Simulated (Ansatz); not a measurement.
`CCC#CF` + H₂ → `C#CCC` + H–F at 500 K and 1 bar (hydrogenolysis of a C–F bond).

Gas-phase electronic energies from Ansatz, PBE0-D4/def2-TZVP geometries. CCSD(T)/CBS is the MP2 limit (def2-TZVPP, def2-QZVPP) plus CCSD(T) − MP2 in def2-TZVPP, frozen cores. This one scheme is used for every species.

| species | CCSD(T)/CBS energy (Eh) | H − E (kJ/mol) | S (J/(mol·K)) |
| --- | --- | --- | --- |
| `CCC#CF` | -254.91180 | 243.8 | 365.5 |
| H₂ | -1.17544 | 41.0 | 145.5 |
| `C#CCC` | -155.75665 | 257.9 | 337.9 |
| H–F | -100.39570 | 39.4 | 188.7 |

H − E and S are ideal-gas, rigid-rotor, harmonic terms from PBE0-D4/def2-TZVP. The MP2-based limit puts H₂ 0.8 mEh under its directly extrapolated value; such offsets cancel only in part. 1 Eh = 2625.50 kJ/mol, R = 8.31446 J/(mol·K).

Task: By hand: ΔE, ΔH, ΔS and ΔG.

Result: ΔE = (-155.75665) + (-100.39570) − (-254.91180) − (-1.17544) = -0.06511 Eh = -170.9 kJ/mol. Δ(H − E) = 257.9 + 39.4 − 243.8 − 41.0 = 12.5, so ΔH = -158.4 kJ/mol. ΔS = 337.9 + 188.7 − 365.5 − 145.5 = 15.6 J/(mol·K). ΔG = -158.4 − 500 × (15.6)/1000 = -166.2 kJ/mol.

Task: By hand: the equilibrium constant, and the temperature at which ΔG would vanish if ΔH and ΔS stayed fixed.

Result: log₁₀ K = −ΔG/(RT ln 10) = 17.4. ΔH and −TΔS have one sign here, so there is no such temperature.

ΔH outweighs TΔS. A doubt of 5 kJ/mol in ΔE shifts log₁₀ K by 0.5 here. These are equilibria of isolated gas molecules and say nothing of rates. Largest T1 diagnostic: 0.011 (customary marks: 0.02 for closed shells, 0.045 for open ones).
